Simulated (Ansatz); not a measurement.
# P₂+ (quartet): wave-function methods side by side, def2-TZVPP

One table from this session's results is given with a row withheld; the runs are named, their logs left out.

Program: Ansatz 0.2.0, Gaussian basis. Level of theory: def2-TZVPP, core rule «outside noble gas», up to 10 orbitals frozen. These are calculated values, not measurements.

To be run: UHF; ROHF; CCSD(T) on UHF.

### The system

The geometry is a PBE0/def2-TZVP stationary point (not a proven minimum) of the parent state, kept for this charge and spin.

2 atoms, charge 1, spin multiplicity 4.

Atoms are counted from 1 here; the program's logs count them from 0.

Bond lengths: P1–P2 1.966 Å.

Set-up of the first run:

in.yaml reads:

```yaml
crystal:
  periodic: [false, false, false]
  atoms:
    - {symbol: P, position_ang: [0.000000, 0.000000, 0.000000]}
    - {symbol: P, position_ang: [0.000000, 0.000000, 1.965600]}
basis:
  gaussian: {orbitals: def2-TZVPP}
total_charge: 1
magnetization: {spin_polarized: true, initial_magnetization: 3}
hamiltonian: {xc: hf}
output: {orbitals: {seedname: orbitals}}
```

Run with:

```sh
$ ansatz run in.yaml --threads 1 --pin off --events-out ev --progress --plain --max-ram 3968MiB --backend cpu
```

Steps of the session up to this table: UHF; ROHF; CCSD(T) on UHF.

One table of the session follows, with a row left open; its other results are not shown here.

| method | from UCCSD(T) (kJ/mol) |
| --- | --- |
| ROHF | +623.1 |
| UHF | +593.4 |
| UMP2 | ? |
| UCCSD | +26.5 |
| UCCSD(T) | 0 |

Q: Estimate the row for UMP2 from the others.

The run gave: from UCCSD(T) (kJ/mol): +127.1. In the column «from UCCSD(T) (kJ/mol)» it lies between UCCSD (+26.5) and UHF (+593.4).
